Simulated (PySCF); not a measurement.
Compound: C4H6FO (doublet state).
Structure used (GFN2-xTB), in Å, numbered top down from 1:
```xyz
12
C4H6FO angstrom
C      1.4516    0.4902    0.0011
C      0.3223   -0.1743    0.6731
F      0.0290    0.2210    1.9296
C     -0.6895   -0.9923   -0.0120
C     -1.4365    0.2298   -0.5283
O     -1.1576    0.8016   -1.5580
H      1.8741    1.2596    0.6422
H      1.1076    0.9429   -0.9363
H      2.2341   -0.2273   -0.2567
H     -1.2874   -1.5955    0.6654
H     -0.2625   -1.5744   -0.8249
H     -2.1841    0.6181    0.1787
```

The hyperfine couplings belong to this conformer and change with its torsions.

Identity: `C(C=O)[C](F)C` [radical].

Computed with PySCF 2.14.0, UKS B3LYP, pcH-1 on C F H O, non-relativistic, mean-field spin-orbit, GIAO. The structure is a single GFN2-xTB conformer in the gas phase; no vibrational or solvent corrections. A GFN2-xTB geometry isn't a minimum of the functional, and hyperfine couplings can be far from their values at a DFT geometry. Stability of the SCF solution: not tested.

Question: The isotropic 1H couplings, averaged over equivalent nuclei, are +59.9, +37.7, +0.1 MHz. Assign them to H7/H8/H9; H10/H11; H12.

Answer: 
```json
{"site": "H7/H8/H9", "a_iso (MHz)": "+59.9", "ρ(0) (bohr⁻³)": "+0.0134", "position": "β, 2 bonds from C2", "distance from C2 (Å)": "2.12", "bound to": "C1", "spin population there": "-0.07", "largest |T| (MHz)": "7.6"}
{"site": "H10/H11", "a_iso (MHz)": "+37.7", "ρ(0) (bohr⁻³)": "+0.0084", "position": "β, 2 bonds from C2", "distance from C2 (Å)": "2.14", "bound to": "C4", "spin population there": "-0.07", "largest |T| (MHz)": "6.9"}
{"site": "H12", "a_iso (MHz)": "+0.1", "ρ(0) (bohr⁻³)": "0.0000", "position": "γ, 3 bonds from C2", "distance from C2 (Å)": "2.67", "bound to": "C5", "spin population there": "+0.06", "largest |T| (MHz)": "7.5"}
```

ρ(0) is the spin density at the nucleus and T the dipolar tensor; entries for several nuclei are means. Largest spin populations (Mulliken): C2 (+0.78), O6 (+0.13), C1 (-0.07) and C4 (-0.07). C2 is the only atom above +0.15. The positive populations add up to 1.14 and the negative ones to -0.14, together 2S = 1. The angles at C2 add up to 358.4°, so it is nearly planar.

Means are taken over nuclei equivalent by connectivity, which assumes that they swap fast. The three 1H nuclei of mean +59.9 MHz run from 4.6 to 95.4 MHz in the frozen geometry.
